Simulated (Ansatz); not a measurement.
bcc Ba was calculated with r²SCAN (Ansatz, an electronic-structure program, PAW).

Numerical settings: plane-wave cutoff 600 eV, 16×16×16 k mesh, Fermi–Dirac smearing 0.1 eV, finite displacements, force constants from a 4×4×4 q mesh, scalar-relativistic PAW data made under PBE.

Computed at the level's own relaxed cell. Harmonic vibrational thermodynamics at fixed volume:

```tsv
T (K)	S_vib (J/K per mol of atoms)	C_V (J/K per mol of atoms)	F_vib (eV/atom)
0	0.00	0.00	0.0092
100	35.50	23.83	-0.0098
300	62.40	24.81	-0.1161
400	69.55	24.87	-0.1846
500	75.10	24.89	-0.2597
800	86.81	24.92	-0.5128
900	89.74	24.93	-0.6043
```

The crystal is taken as a harmonic solid at every temperature: melting, phase changes and thermal expansion are not seen, nor the electrons' share in a metal.
